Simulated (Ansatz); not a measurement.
The input, for Ansatz 0.2.0:

```yaml
crystal:
  periodic: [false, false, false]
  atoms:
    - {symbol: Ge, position_ang: [0.000000, -0.037540, 0.321995]}
    - {symbol: O, position_ang: [0.000000, 0.086176, -1.528961]}
    - {symbol: H, position_ang: [0.000000, 1.337542, 1.064259]}
basis:
  gaussian: {orbitals: cc-pVDZ}
magnetization: {spin_polarized: false, initial_magnetization: 3}
correlation: {method: sc_nevpt2, electrons: outside_noble_gas, active_space: {window: {electrons: 5, orbitals: 5}}}
```

```sh
$ ansatz run in.yaml --threads 1 --pin off --events-out ev --progress --plain --max-ram 2393MiB
```

Roughly how long does this take on 1 thread of Arm Neoverse V1, shared host, and how much host memory?

4.2 s wall and 0.1 GiB.

```
500 factors; integrals over basis functions are off by at most 1.2e-3 eV
mean field evaluation 1: about -58520.6860 eV, gradient 1.6e1 eV
mean field evaluation 2: about -58520.7010 eV, gradient 1.6e1 eV
mean field evaluation 4: about -58522.3230 eV, gradient 2.9e0 eV
mean field evaluation 8: about -58522.4667 eV, gradient 6.6e-1 eV
mean field evaluation 16: about -58522.4963 eV, gradient 6.2e-2 eV
mean field evaluation 32: about -58522.4965 eV, gradient 9.5e-6 eV
mean field evaluation 64: about -58522.4965 eV, gradient 1.7e-6 eV
mean field evaluation 96: about -58522.2427 eV, gradient 6.6e0 eV
mean field -58522.54965799 eV, -2150.6640319222 hartree, gradient 1.6e-6 eV, S^2 3.750000; 7 other end points of the search recorded, 0 dependent functions left out
reference -58522.54965799 eV, -2150.6640319222 hartree; 22, 19 occupied and 24, 27 virtual orbitals, 500 factors
state -58523.18048929 eV, -2150.6872145451 hartree
state -58523.18048929 eV, -2150.6872145451 hartree; corrected -58528.17862712 eV, -2150.8708927222 hartree
Total energy: -58528.17862712 eV, -2150.8708927222 hartree
```

Natural occupations: 1.9692 1.0019 1.0008 0.9992 0.0289.
